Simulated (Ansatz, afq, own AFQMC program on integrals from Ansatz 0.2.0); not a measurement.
**Where AFQMC and coupled cluster stand for HBrO, triplet**

```yaml
atoms:
  - { symbol: Br, position_ang: [0.0000, 0.0000, -1.4423] }
  - { symbol: H, position_ang: [0.0000, 0.0000, 0.1267] }
  - { symbol: O, position_ang: [0.0000, 0.0000, 1.3157] }
```

Connectivity, by distances: Br ··· O, 1 bridging H.

Basis cc-pVTZ. Noble-gas cores (and the filled d shells of Ga–Kr and In–Xe) are frozen. AFQMC by an in-house program on the Cholesky factors that Ansatz 0.2.0 writes for its CCSD(T) run. The CISD trial takes its coefficients from CCSD amplitudes. Released means that phaseless walkers are propagated on without the constraint, phases kept. Error bars are statistical, one sigma. No spin–orbit coupling.

Determinant: UHF, the one that the program's search chose, which needn't be the lowest solution. The geometry is a point of a scan.

No full CI on the walks' own integrals is used here; CCSDT(Q) serves as the reference and is uncertain by about the last step of the cluster series.

Cautions: no relativity below Rb; no spin-orbit coupling; inner d shell frozen; lower spins were not checked; unrestricted determinant slightly spin contaminated (⟨S²⟩ 2.07 against 2.00); the released energies have errors that jump between times, so the bars are unsure, so no released level is given (meV from the phaseless value at times in 1/Eh: -32 ± 21 at 0.24, -22 ± 4 at 0.51, -39 ± 4 at 0.99, -44 ± 9 at 1.62, -57 ± 15 at 2.40), though the last usable value meets CCSDT(Q) within the noise; the ph-AFQMC/CISD walk drifts between its halves (2.6 errors).

The T1 diagnostic is 0.0227 and the weight of the determinant in the CISD state is 0.868. The ⟨S²⟩ of the determinant is 2.068 and the size of the correlated space is 14 electrons in 72 orbitals.

Reference: CCSDT(Q), correlation energy -10.683 eV.

```
        level  E − E(reference) (mEh)  share of correlation (%)
           HF                  392.58                      0.00
          MP2                   51.52                     86.88
         CCSD                   14.57                     96.29
      CCSD(T)                    1.82                     99.54
        CCSDT                    0.62                     99.84
ph-AFQMC/CISD             1.50 ± 0.19                     99.62
```

A walk keeps the symmetry of its determinant, which the program's search chose and which needn't be the lowest solution, so a lower state of the same spin and another symmetry isn't excluded.
